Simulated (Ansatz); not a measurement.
Lattice parameter a (Å) along a series of related solids, from PBE in Ansatz (PAW); revPBE (Ansatz, an electronic-structure program, plane waves, PAW); HSE06 (PAW; Ansatz).

```json
[
 {"solid": "zinc-blende GaN (metastable phase)", "PBE": "4.548", "revPBE": "4.574", "HSE06": "4.498", "measured": "4.5‡"},
 {"solid": "zinc-blende GaP", "PBE": "5.506", "revPBE": "5.542", "HSE06": "5.465", "measured": "5.439"},
 {"solid": "zinc-blende GaAs", "PBE": "5.745", "revPBE": "5.788", "HSE06": "5.683", "measured": "5.64"},
 {"solid": "zinc-blende GaSb", "PBE": "6.214", "revPBE": "6.264", "HSE06": "6.139", "measured": "6.096‡"}
]
```

HSE06 less measured, from the printed values: zinc-blende GaN (metastable phase)‡ -0.04 %, zinc-blende GaP +0.48 %, zinc-blende GaAs +0.76 %, zinc-blende GaSb‡ +0.71 %.

A member of the series is missing where a level wasn't run or failed, where a doubt is noted on the run or the magnetic state, for phases of high temperature or layered ones, and where values are held back for tests.

Spin–orbit coupling is left out, also for the solids with elements from indium on (zinc-blende GaSb); its size isn't shown.

Caveats: the gap of the solid is closed in this run (PBE: zinc-blende GaSb; revPBE: zinc-blende GaSb). Ansatz's density-functional and Hartree–Fock values are scalar-relativistic unless marked +SOC, with PAW data made under PBE.

Measured values are for low temperature or corrected to a static lattice; ‡ marks uncorrected values at room or unstated temperature. References as tabulated in Vurgaftman et al. (2001), doi:10.1063/1.1368156; Mejia-Rodriguez and Trickey (2018), arXiv:1807.09216.
